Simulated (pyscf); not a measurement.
`[NH2][SiH][NH][SiH2][NH2]` [doublet] + `[OH2]` → `[NH2][SiH2][NH][Si]([NH2])[OH]` [doublet] + `[H][H]` (four-centre exchange; doublet surface; H–Si, H–O broken, O–Si, H–H formed). Single points on ωB97X-D3(BJ)/def2-SVP structures (PySCF, gas phase). Energies in kcal/mol from the separated reactants.

```csv
level,barrier,reaction energy
ωB97X-D3(BJ)/def2-TZVP,23.0,-21.5
PBE/def2-TZVP,17.7,-21.0
r²SCAN/def2-TZVP,[?],[?]
B3LYP-D3(BJ)/def2-TZVP,[?],-21.9
PBE0-D3(BJ)/def2-TZVP,19.7,-20.6
M06-2X/def2-TZVP,21.5,-24.6
```

What belongs in the gaps?


- r²SCAN/def2-TZVP, barrier: 18.2
- r²SCAN/def2-TZVP, reaction energy: -23.6
- B3LYP-D3(BJ)/def2-TZVP, barrier: 23.1

The functionals in the table span 5.4 kcal/mol in this barrier, from PBE to B3LYP-D3(BJ). On the reactant side the descent ends in an adduct with a O–Si contact, 7.3 kcal/mol over the separated species and 15.7 kcal/mol under the saddle at ωB97X-D3(BJ)/def2-TZVP. What is counted as formed (O–Si) is already present as a longer contact in the reactant adduct; forming that adduct is a step of its own. At the saddle there is also a short H–Si contact that neither side keeps. One saddle was located; it need not be the lowest between these sides.
